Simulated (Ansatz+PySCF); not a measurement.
The numbers below are computed, except where a source is named.
Input for Ansatz (development build ahead of 0.2.0):

```yaml
crystal:
  periodic: [false, false, false]
  atoms:
    - { symbol: O, position_ang: [0.0, 0.0, -0.59414] }
    - { symbol: O, position_ang: [0.0, 0.0, 0.59414] }
    - { symbol: H, position_ang: [30.0, 0.0, -2.98146] }
    - { symbol: F, position_ang: [30.0, 0.0, 0.33127] }
basis:
  gaussian: { orbitals: "6-31G" }
magnetization:
  spin_polarized: true
  initial_magnetization: 2
hamiltonian:
  xc: hf
correlation:
  method: mp2
  frozen_orbitals: { F: 1, H: 0, O: 1 }
scf:
  omitted_lower_state_checks: [stability, starts, atomic_configurations, cluster_reference, orbital_swaps, given_window_search, neighbouring_geometries, increment]
```

The input is written out in the form of the current development build from the run's settings.

Output:

```yaml
Converged: yes
Reference_energy: -249.40494 hartree
Correlation_energy: -0.31170 hartree
Total_energy: -249.71663 hartree
Spin_squared_of_the_determinant: 3.033
Occupied_orbitals_by_symmetry_in_an_Abelian_subgroup_alpha;_beta: 11 A' 3 A''; 10 A' 2 A''
```

Caution: the unrestricted determinant is a mixture of spin states.
